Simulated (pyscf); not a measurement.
PySCF, gas phase, ωB97X-D3(BJ)/def2-SVP geometries. Correlated levels are frozen-core, on RHF or UHF. ΔMP2 is the change of the MP2 total energy from the triple- to the quadruple-zeta basis.

Question: Estimate by transition-state theory the rate constant of F–GeH₂• (SMILES [F][GeH2]) + H₂O (SMILES O) → HO–GeH₂• (SMILES [OH][GeH2]) + HF (SMILES F) (doublet surface; F–Ge, H–O broken, Ge–O, F–H formed) at 298 K, with CCSD(T)/def2-TZVPP + ΔMP2(QZVPP) energies (ideal gas, 1 atm, RRHO with modes under 100 cm⁻¹ raised to 100, one conformer, R ln 2 for chiral ones without a mode under 150 cm⁻¹; no tunnelling).

Answer: The electronic barrier is 16.4 kcal/mol and the thermal terms add +9.5, so ΔG‡ = 26.0 kcal/mol. With k_BT/h = 6.21e+12 s⁻¹ and RT = 0.592 kcal/mol, and a volume of 4.06e-20 cm³ per molecule at 1 atm, k = 2.4e-26 cm³ molecule⁻¹ s⁻¹. Wigner's tunnelling factor for 568i cm⁻¹ would be 1.31. A shift of 1 kcal/mol in the barrier changes k by a factor 5.4. On the reactant side the descent ends in a complex, 5.1 kcal/mol under the separated species and 18.8 kcal/mol under the saddle at ωB97X-D3(BJ)/def2-TZVP. On the product side the descent ends in a bound adduct, 9.1 kcal/mol under the separated species and 15.7 kcal/mol under the saddle at ωB97X-D3(BJ)/def2-TZVP. At ωB97X-D3(BJ) the barrier from the zero used here is 13.7 kcal/mol. This is the saddle that the search found; another between the same sides may lie lower. The CCSD(T) − MP2 part came from Ansatz, without density fitting, on the same reference. The frozen core leaves the outer d or s,p core shells of the metals and heavy elements correlated in the MP2 and CC values, and def2-TZVPP describes them poorly, which can shift differences by a few kcal/mol. Elements up to Kr have no core potential and no relativistic terms here.
